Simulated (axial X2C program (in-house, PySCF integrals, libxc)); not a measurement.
AlO⁻: a run with one poor setting

All values were computed with an axial X2C code built on PySCF integrals. Spin-free means the one-electron spin-free X2C Hamiltonian. Basis: Al dyall-av3z [9s9p3d2f], O dyall-av3z [7s6p3d2f] (cores contracted in-house); Gaussian nuclei, density fitting, unrestricted open shells. Masses: Al 26.982 u, O 15.995 u.

One setting of this run was spoiled on purpose, so its numbers are not properties of AlO⁻. Level: MP2, spin-free; state M_S = 0, Λ = 0 (closed shell).

| R (Å) | E − E(lowest point) (eV) |
| --- | --- |
| 1.432 | 1.0813 |
| 1.498 | 0.4185 |
| 1.547 | 0.1461 |
| 1.597 | 0.0176 |
| 1.646 | 0.0000 |
| 1.704 | 0.0845 |
| 1.761 | 0.2507 |
| 1.835 | 0.5446 |
| 1.926 | 0.9741 |
| 2.058 | 1.6525 |

Fit: Re 1.630 Å, ωe 1009.8 cm⁻¹, residual 0.076 microhartree, De 3.67 eV.

10 electrons were correlated into 38 virtual spinors.

**Question.** Which setting was spoiled?
A. too few iterations allowed
B. an excited determinant was followed
C. integration grid too coarse
D. density fitting set too sparse
E. virtual space cut too low

**Answer.** E. Virtual space cut too low: only virtuals below 0.5 hartree against the usual 25.
